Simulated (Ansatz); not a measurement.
# FH2NSi: shift of H5 from Si2 to N1

How high is the barrier for the shift of H5 from Si2 to N1? Relax the two ends, then run a nudged elastic band between them. SMILES of the start: N=[SiH]F.

Method: RKS B3LYP-D4/cc-pVDZ, in Ansatz 0.2.0.

**1. The system as given**

Bond lengths: N1–Si2 1.602 Å, Si2–F3 1.614 Å, N1–H4 1.009 Å, Si2–H5 1.433 Å. Angles: N1–Si2–F3 132.8°, N1–Si2–H5 124.8°, F3–Si2–H5 102.4°, Si2–N1–H4 126.2°.

Coordinates:

```xyz
5

N    -0.6521   -1.0418    0.1339
Si    0.3432    0.2128    0.0785
F     0.2387    1.6660   -0.6164
H    -1.5626   -1.0989   -0.2966
H     1.6329    0.2619    0.7006
```

**2. Relaxing end A**

Input file input.yaml:

```yaml
crystal:
  periodic: [false, false, false]
  atoms:
    - { symbol: "N", position_ang: [-0.65213, -1.04178, 0.13387] }
    - { symbol: Si, position_ang: [0.34316, 0.2128, 0.0785] }
    - { symbol: F, position_ang: [0.23867, 1.66602, -0.61643] }
    - { symbol: H, position_ang: [-1.5626, -1.09888, -0.29657] }
    - { symbol: H, position_ang: [1.63289, 0.26185, 0.70063] }
basis:
  gaussian: { orbitals: cc-pVDZ }
hamiltonian:
  xc: b3lyp
  dispersion: d4
relax:
  f_tol: 0.02
  max_steps: 50
output:
  orbitals: {}
```

Launch:

```
$ ansatz run input.yaml --threads 1 --pin off --max-ram 2048MiB --backend cpu --events-out ev --progress --plain --runs-dir out
```

What it wrote, shortened:

```text
Warning: RAYON_NUM_THREADS=1 ignored (pool sized by the plan → 1); use --threads N
[...]
Functional definition: B3LYP
[...]
596 factors; integrals over basis functions are off by at most 3.0e-4 eV
[...]
mean field -12117.81875132 eV, -445.3216253583 hartree, gradient 2.7e-5 eV, S^2 0.000000; 0 other end points of the search recorded, 0 dependent functions left out
[...]
reference -12117.81894673 eV, -445.3216325397 hartree; 16, 16 occupied and 40, 40 virtual orbitals, 596 factors
relax step   1: F+E_penalty+E_count = -12117.93440342 eV  Δ(F+E_penalty+E_count) = +0.000e0 eV  max|allowed force component| = 9.741e-1 eV/Å  Δτ_max = 0.0000 Å  (24 SCF iters, accepted)
[...]
relax step   6: F+E_penalty+E_count = -12117.99451313 eV  Δ(F+E_penalty+E_count) = -5.306e-4 eV  max|allowed force component| = 4.689e-2 eV/Å  Δτ_max = 0.0177 Å  (24 SCF iters, accepted)
[...]
relax step   7: F+E_penalty+E_count = -12117.99456313 eV  Δ(F+E_penalty+E_count) = -5.000e-5 eV  max|allowed force component| = 3.431e-3 eV/Å  Δτ_max = 0.0017 Å  (19 SCF iters, accepted)
596 factors; integrals over basis functions are off by at most 3.2e-4 eV
mean field -12117.87907699 eV, -445.3238422860 hartree, gradient 3.7e-5 eV, S^2 0.000000; 1 other end points of the search recorded, 0 dependent functions left out
[...]
reference -12117.87927207 eV, -445.3238494548 hartree; 16, 16 occupied and 40, 40 virtual orbitals, 596 factors
Total energy: -12117.99475820 eV, -445.3280934921 hartree
Atom 0 at    -0.630357    -1.049064     0.148015 Å, force     0.001106     0.003331    -0.001262 eV/Å
Atom 1 at     0.341099     0.218102     0.074450 Å, force     0.001359    -0.003431     0.001891 eV/Å
Atom 2 at     0.176066     1.681726    -0.654731 Å, force    -0.001265    -0.000277    -0.000491 eV/Å
Atom 3 at    -1.545016    -1.059045    -0.305569 Å, force     0.001115     0.000614     0.000649 eV/Å
Atom 4 at     1.658198     0.208292     0.737835 Å, force    -0.002315    -0.000236    -0.000787 eV/Å
Dipole moment:     0.098758     0.136369    -0.010854 e Å
```

It took 9.1 s on 1 thread of Arm Neoverse V2, shared host; peak memory 0.12 GiB.

Relaxation path:

```
step  energy from step 1 (eV)  largest force component (eV/Å)
   1                   0.0000                          0.9741
   2                  -0.0472                          0.4795
   3                  -0.0587                          0.1265
   4                  -0.0591                          0.0928
   5                  -0.0596                          0.0576
   6                  -0.0601                          0.0469
   7                  -0.0602                          0.0034
```

Step 1 is the start.

After: Bond lengths: N1–Si2 1.598 Å, Si2–F3 1.644 Å, N1–H4 1.021 Å, Si2–H5 1.475 Å. Angles: N1–Si2–F3 131.7°, N1–Si2–H5 121.1°, F3–Si2–H5 107.2°, Si2–N1–H4 122.1°.

**3. Relaxing end B**

The second end starts from a geometry with the move made by hand.

Edit input.yaml of step 2 so:

```diff
@@ -7,3 +7,3 @@
     - { symbol: H, position_ang: [-1.5626, -1.09888, -0.29657] }
-    - { symbol: H, position_ang: [1.63289, 0.26185, 0.70063] }
+    - { symbol: H, position_ang: [0.03681, -1.56644, 0.7098] }
 basis:
@@ -16,3 +16 @@
   max_steps: 50
-output:
-  orbitals: {}
```

Launch:

```
$ ansatz run input.yaml --threads 1 --pin off --max-ram 2048MiB --backend cpu --events-out ev --progress --plain --runs-dir out
```

What it wrote, shortened:

```text
Warning: RAYON_NUM_THREADS=1 ignored (pool sized by the plan → 1); use --threads N
[...]
[... 1 set-up line as earlier in the session ...]
[...]
600 factors; integrals over basis functions are off by at most 1.9e-4 eV
[...]
mean field -12117.19337267 eV, -445.2986431170 hartree, gradient 2.7e-5 eV, S^2 0.000000; 0 other end points of the search recorded, 0 dependent functions left out
[...]
reference -12117.19356432 eV, -445.2986501599 hartree; 16, 16 occupied and 40, 40 virtual orbitals, 600 factors
relax step   1: F+E_penalty+E_count = -12117.30575378 eV  Δ(F+E_penalty+E_count) = +0.000e0 eV  max|allowed force component| = 5.750e0 eV/Å  Δτ_max = 0.0000 Å  (23 SCF iters, accepted)
[...]
relax step   7: F+E_penalty+E_count = -12119.19138088 eV  Δ(F+E_penalty+E_count) = -4.099e-3 eV  max|allowed force component| = 4.254e-2 eV/Å  Δτ_max = 0.0322 Å  (24 SCF iters, accepted)
[...]
relax step   8: F+E_penalty+E_count = -12119.19143018 eV  Δ(F+E_penalty+E_count) = -4.930e-5 eV  max|allowed force component| = 8.789e-3 eV/Å  Δτ_max = 0.0038 Å  (22 SCF iters, accepted)
600 factors; integrals over basis functions are off by at most 3.2e-4 eV
[...]
mean field -12119.07556899 eV, -445.3678125560 hartree, gradient 7.7e-6 eV, S^2 0.000000; 1 other end points of the search recorded, 0 dependent functions left out
[...]
reference -12119.07575972 eV, -445.3678195652 hartree; 16, 16 occupied and 40, 40 virtual orbitals, 600 factors
Total energy: -12119.19162091 eV, -445.3720773852 hartree
Atom 0 at    -0.465351    -0.927246     0.176100 Å, force     0.005169    -0.008789     0.005851 eV/Å
Atom 1 at     0.708182     0.343396     0.206041 Å, force     0.003313    -0.000843     0.004465 eV/Å
Atom 2 at    -0.148331     1.449792    -0.713002 Å, force    -0.001744     0.001172    -0.003443 eV/Å
Atom 3 at    -1.364462    -0.873336    -0.302288 Å, force    -0.006318     0.000443    -0.001238 eV/Å
Atom 4 at    -0.326128    -1.820886     0.642320 Å, force    -0.000421     0.008017    -0.005635 eV/Å
Dipole moment:    -0.167942    -0.490779     0.131741 e Å
```

Wall time 11 s (1 thread of Arm Neoverse V2, shared host); peak memory 0.12 GiB.

Step by step:

```
step  energy from step 1 (eV)  largest force component (eV/Å)
   1                   0.0000                          5.7499
   2                  -0.8996                          3.4385
   3                  -1.6710                          0.9567
   4                  -1.7737                          0.6653
   5                  -1.8599                          0.5919
   6                  -1.8815                          0.3712
   7                  -1.8856                          0.0425
   8                  -1.8857                          0.0088
```

Step 1 is the start.

After: Bond lengths: N1–Si2 1.730 Å, Si2–F3 1.674 Å, N1–H4 1.020 Å, N1–H5 1.018 Å. Angles: N1–Si2–F3 97.4°, Si2–N1–H4 124.6°, Si2–N1–H5 123.0°, H4–N1–H5 112.5°.

**4. The band**

crystal.atoms is end A as relaxed above, and neb.final_atoms is end B, turned to lie on A. With 5 inner images the band has 7 in all. The start path is listed, through a guess of the saddle.

Input file input.yaml:

```yaml
crystal:
  periodic: [false, false, false]
  atoms:
    - { symbol: "N", position_ang: [-0.630357, -1.049064, 0.148015] }
    - { symbol: Si, position_ang: [0.341099, 0.218102, 0.07445] }
    - { symbol: F, position_ang: [0.176066, 1.681726, -0.654731] }
    - { symbol: H, position_ang: [-1.545016, -1.059045, -0.305569] }
    - { symbol: H, position_ang: [1.658198, 0.208292, 0.737835] }
basis:
  gaussian: { orbitals: cc-pVDZ }
hamiltonian:
  xc: b3lyp
  dispersion: d4
neb:
  order_check: false
  images: 5
  f_tol: 0.05
  max_iterations: 60
  final_atoms:
    - { symbol: "N", position_ang: [0.06923782, -0.5369788, 0.27196325] }
    - { symbol: Si, position_ang: [0.75210905, 1.01432154, -0.07410238] }
    - { symbol: F, position_ang: [-0.52411456, 1.61563279, -0.97523762] }
    - { symbol: H, position_ang: [-0.84714948, -0.85018184, -0.04788065] }
    - { symbol: H, position_ang: [0.54990717, -1.24278269, 0.8252574] }
  initial_path:
    images:
      - { positions_ang: [[-0.630357, -1.049064, 0.148015], [0.341099, 0.218102, 0.07445], [0.176066, 1.681726, -0.654731], [-1.545016, -1.059045, -0.305569], [1.658198, 0.208292, 0.737835]] }
      - { positions_ang: [[-0.51107742, -0.98180555, 0.1779799], [0.38571916, 0.32849169, 0.04828851], [0.13839608, 1.75108907, -0.70428443], [-1.42522631, -1.07317669, -0.23944457], [1.4121785, -0.02458753, 0.71746059]] }
      - { positions_ang: [[-0.39179785, -0.91454709, 0.2079448], [0.43033931, 0.43888138, 0.02212703], [0.10072616, 1.82045214, -0.75383787], [-1.30543661, -1.08730838, -0.17332015], [1.16615899, -0.25746705, 0.69708619]] }
      - { positions_ang: [[-0.27251827, -0.84728864, 0.23790971], [0.47495947, 0.54927107, -0.00403446], [0.06305623, 1.88981522, -0.8033913], [-1.18564692, -1.10144007, -0.10719572], [0.92013949, -0.49034658, 0.67671178]] }
      - { positions_ang: [[-0.15859958, -0.74385203, 0.24926089], [0.56734266, 0.7042879, -0.02739043], [-0.13266737, 1.79842108, -0.86067341], [-1.07281444, -1.01768733, -0.08742403], [0.79672871, -0.74115862, 0.72622699]] }
      - { positions_ang: [[-0.04468088, -0.64041541, 0.26061207], [0.65972586, 0.85930472, -0.05074641], [-0.32839096, 1.70702693, -0.91795551], [-0.95998196, -0.93393458, -0.06765234], [0.67331794, -0.99197065, 0.7757422]] }
      - { positions_ang: [[0.06923782, -0.5369788, 0.27196325], [0.75210905, 1.01432154, -0.07410238], [-0.52411456, 1.61563279, -0.97523762], [-0.84714948, -0.85018184, -0.04788065], [0.54990717, -1.24278269, 0.8252574]] }
```

Launch:

```
$ ansatz run input.yaml --threads 1 --pin off --max-ram 2048MiB --backend cpu --events-out ev --progress --plain --runs-dir out
```

What it wrote, shortened:

```text
Warning: RAYON_NUM_THREADS=1 ignored (pool sized by the plan → 1); use --threads N
[...]
[... 1 set-up line as earlier in the session ...]
[...]
596 factors; integrals over basis functions are off by at most 3.1e-4 eV
[...]
mean field -12117.87908083 eV, -445.3238424269 hartree, gradient 2.8e-5 eV, S^2 0.000000; 0 other end points of the search recorded, 0 dependent functions left out
[...]
reference -12117.87927523 eV, -445.3238495712 hartree; 16, 16 occupied and 40, 40 virtual orbitals, 596 factors
597 factors; integrals over basis functions are off by at most 7.7e-4 eV
[...]
mean field -12119.07557212 eV, -445.3678126710 hartree, gradient 5.8e-5 eV, S^2 0.000000; 0 other end points of the search recorded, 0 dependent functions left out
[...]
reference -12119.07576416 eV, -445.3678197283 hartree; 16, 16 occupied and 40, 40 virtual orbitals, 597 factors
[...]
NEB iter   1: max|band force component| = 5.810e0 eV/Å  barrier→ = 3.2897 eV  barrier← = 4.4866 eV  Δτ_max = 0.0964 Å  (167 SCF iters)
[...]
NEB iter   2: max|band force component| = 2.258e0 eV/Å  barrier→ = 2.4664 eV  barrier← = 3.6633 eV  Δτ_max = 0.1599 Å  (131 SCF iters)
[...]
NEB iter   3: max|band force component| = 7.795e-1 eV/Å  barrier→ = 1.9975 eV  barrier← = 3.1944 eV  Δτ_max = 0.0505 Å  (130 SCF iters)
[...]
596 factors; integrals over basis functions are off by at most 3.0e-4 eV
mean field -12117.48489340 eV, -445.3093563063 hartree, gradient 2.5e-5 eV, S^2 0.000000; 0 other end points of the search recorded, 0 dependent functions left out
[...]
reference -12117.48508957 eV, -445.3093635152 hartree; 16, 16 occupied and 40, 40 virtual orbitals, 596 factors
[...]
596 factors; integrals over basis functions are off by at most 4.3e-4 eV
mean field -12116.39317929 eV, -445.2692365528 hartree, gradient 3.3e-5 eV, S^2 0.000000; 0 other end points of the search recorded, 0 dependent functions left out
[...]
reference -12116.39337301 eV, -445.2692436715 hartree; 16, 16 occupied and 40, 40 virtual orbitals, 596 factors
```

**5. More of the same log: band between the two ends**

The log, continued, shortened:

```text
[...]
597 factors; integrals over basis functions are off by at most 1.1e-3 eV
mean field -12115.96289815 eV, -445.2534240125 hartree, gradient 2.0e-5 eV, S^2 0.000000; 0 other end points of the search recorded, 0 dependent functions left out
[...]
reference -12115.96309147 eV, -445.2534311169 hartree; 16, 16 occupied and 40, 40 virtual orbitals, 597 factors
[...]
596 factors; integrals over basis functions are off by at most 1.2e-3 eV
mean field -12117.91907409 eV, -445.3253121524 hartree, gradient 2.1e-5 eV, S^2 0.000000; 0 other end points of the search recorded, 0 dependent functions left out
[...]
reference -12117.91926861 eV, -445.3253193006 hartree; 16, 16 occupied and 40, 40 virtual orbitals, 596 factors
[...]
596 factors; integrals over basis functions are off by at most 8.5e-4 eV
[...]
NEB iter   6: max|band force component| = 1.101e-1 eV/Å  barrier→ = 2.0014 eV  barrier← = 3.1982 eV  CI = image 3  Δτ_max = 0.0070 Å  (125 SCF iters)
[...]
NEB iter   7: max|band force component| = 2.723e-2 eV/Å  barrier→ = 2.0010 eV  barrier← = 3.1978 eV  CI = image 3  Δτ_max = 0.0000 Å  (243 SCF iters)
Total energy: -12115.99377642 eV, -445.2545587679 hartree
Atom 0 at    -0.402533    -0.731653     0.125572 Å, force    -0.006160     0.002324     0.000493 eV/Å
Atom 1 at     0.495843     0.618100    -0.018475 Å, force     0.001682    -0.006604     0.008428 eV/Å
Atom 2 at     0.076691     1.992827    -0.844945 Å, force     0.003089     0.002262    -0.002196 eV/Å
Atom 3 at    -1.246817    -1.280326    -0.061114 Å, force     0.007795    -0.003196     0.002402 eV/Å
Atom 4 at     1.076806    -0.598936     0.798962 Å, force    -0.006406     0.005213    -0.009126 eV/Å
Dipole moment:    -0.023642    -0.223730     0.084970 e Å
this run last wrote the band of iteration 7 to <dir>
```

Run time: 41 s. Hardware: 1 thread of Arm Neoverse V2, shared host; peak memory 0.1 GiB.

**6. Images and barrier**

The 5 inner images lie between the fixed ends 0 and 6. Energy is taken from image 0, and the path length is the program's own coordinate along the band.

| image | path (Å) | energy (eV) | H5–Si2 (Å) | H5–N1 (Å) | band force (eV/Å) |
| --- | --- | --- | --- | --- | --- |
| 0 | 0.000 | 0.0000 | 1.47 | 2.68 | - |
| 1 | 0.450 | 0.3122 | 1.47 | 2.36 | 0.026 |
| 2 | 0.900 | 1.2646 | 1.49 | 2.01 | 0.027 |
| 3* | 1.350 | 2.0010 | 1.58 | 1.63 | 0.009 |
| 4 | 1.874 | 0.3395 | 1.78 | 1.15 | 0.007 |
| 5 | 2.397 | -0.9824 | 2.18 | 1.02 | 0.003 |
| 6 | 2.921 | -1.1969 | 2.44 | 1.02 | - |

The star marks the climbing image.

image, energy (eV) and a bar:
```
        0      0.000 ###########
        1      0.312 ##############
        2      1.265 #######################
        3      2.001 ##############################
        4      0.340 ##############
        5     -0.982 ##
        6     -1.197
```

The top of the band by iteration:

| iteration | highest image above image 0 (eV) | largest band force (eV/Å) |
| --- | --- | --- |
| 1 | 3.2897 | 5.810 |
| 2 | 2.4664 | 2.258 |
| 3 | 1.9975 | 0.779 |
| 4 | 1.9179 | 1.218 |
| 5 | 2.0030 | 0.368 |
| 6 | 2.0014 | 0.110 |
| 7 | 2.0010 | 0.027 |

The band as a trajectory file:

```xyz
5
image=0 dE=0.0000
N    -0.630   -1.049    0.148
Si    0.341    0.218    0.074
F     0.176    1.682   -0.655
H    -1.545   -1.059   -0.306
H     1.658    0.208    0.738
5
image=1 dE=0.3122
N    -0.574   -0.931    0.126
Si    0.331    0.362    0.009
F     0.204    1.843   -0.713
H    -1.478   -1.236   -0.196
H     1.518   -0.038    0.775
5
image=2 dE=1.2646
N    -0.495   -0.822    0.118
Si    0.388    0.490   -0.017
F     0.141    1.940   -0.788
H    -1.359   -1.276   -0.119
H     1.325   -0.332    0.806
5
image=3 dE=2.0010
N    -0.403   -0.732    0.126
Si    0.496    0.618   -0.018
F     0.077    1.993   -0.845
H    -1.247   -1.280   -0.061
H     1.077   -0.599    0.799
5
image=4 dE=0.3395
N    -0.230   -0.681    0.189
Si    0.601    0.779   -0.037
F    -0.062    1.998   -0.918
H    -1.075   -1.285    0.029
H     0.767   -0.811    0.737
5
image=5 dE=-0.9824
N    -0.084   -0.585    0.218
Si    0.704    0.932   -0.057
F    -0.308    1.871   -0.983
H    -0.926   -1.141    0.042
H     0.614   -1.078    0.780
5
image=6 dE=-1.1969
N     0.069   -0.537    0.272
Si    0.752    1.014   -0.074
F    -0.524    1.616   -0.975
H    -0.847   -0.850   -0.048
H     0.550   -1.243    0.825
```

**7. Vibrations at the top**

The geometry is the highest inner image of the first converged band.

Input file input.yaml:

```yaml
crystal:
  periodic: [false, false, false]
  atoms:
    - { symbol: "N", position_ang: [-0.402533, -0.731653, 0.125572] }
    - { symbol: Si, position_ang: [0.495843, 0.6181, -0.018475] }
    - { symbol: F, position_ang: [0.076691, 1.992827, -0.844945] }
    - { symbol: H, position_ang: [-1.246817, -1.280326, -0.061114] }
    - { symbol: H, position_ang: [1.076806, -0.598936, 0.798962] }
basis:
  gaussian: { orbitals: cc-pVDZ }
hamiltonian:
  xc: b3lyp
  dispersion: d4
phonons: {}
```

Launch:

```
$ ansatz run input.yaml --threads 1 --pin off --max-ram 2048MiB --backend cpu --events-out ev --progress --plain --runs-dir out
```

What it wrote, shortened:

```text
Warning: RAYON_NUM_THREADS=1 ignored (pool sized by the plan → 1); use --threads N
[...]
[... 1 set-up line as earlier in the session ...]
[...]
600 factors; integrals over basis functions are off by at most 3.1e-4 eV
[...]
mean field -12115.87897091 eV, -445.2503397433 hartree, gradient 1.8e-5 eV, S^2 0.000000; 0 other end points of the search recorded, 0 dependent functions left out
[...]
reference -12115.87916482 eV, -445.2503468693 hartree; 16, 16 occupied and 40, 40 virtual orbitals, 600 factors
[...]
600 factors; integrals over basis functions are off by at most 3.1e-4 eV
mean field -12115.87881902 eV, -445.2503341614 hartree, gradient 2.7e-6 eV, S^2 0.000000; 0 other end points of the search recorded, 0 dependent functions left out
[...]
reference -12115.87901288 eV, -445.2503412858 hartree; 16, 16 occupied and 40, 40 virtual orbitals, 600 factors
[...]
600 factors; integrals over basis functions are off by at most 3.1e-4 eV
[...]
mean field -12115.87898809 eV, -445.2503403744 hartree, gradient 2.1e-6 eV, S^2 0.000000; 0 other end points of the search recorded, 0 dependent functions left out
[...]
reference -12115.87918201 eV, -445.2503475009 hartree; 16, 16 occupied and 40, 40 virtual orbitals, 600 factors
WARN: phonons: modes at or below zero, which the zero-point energy, F, S and C_V leave out: 2, the lowest at -1356.63 cm⁻¹. A minimum has none, and a first-order saddle one
Total energy: -12115.99377056 eV, -445.2545585526 hartree
Atom 0 at    -0.402533    -0.731653     0.125572 Å, force    -0.006244     0.002244     0.000483 eV/Å
Atom 1 at     0.495843     0.618100    -0.018475 Å, force     0.001790    -0.006530     0.008444 eV/Å
Atom 2 at     0.076691     1.992827    -0.844945 Å, force     0.003077     0.002289    -0.002211 eV/Å
Atom 3 at    -1.246817    -1.280326    -0.061114 Å, force     0.007805    -0.003218     0.002419 eV/Å
Atom 4 at     1.076806    -0.598936     0.798962 Å, force    -0.006428     0.005215    -0.009135 eV/Å
Dipole moment:    -0.023646    -0.223731     0.084969 e Å
Vibrations: -1356.63 -246.63 279.49 585.10 778.03 818.34 1100.90 1979.11 3490.73 cm⁻¹, zero-point energy 0.559894 eV
```

It took 23 s on 1 thread of Arm Neoverse V2, shared host; peak memory 0.1 GiB.

Of 9 modes, 2 are imaginary by more than 30 cm⁻¹ (1357i, 247i cm⁻¹).

[end of part 1 of 2]
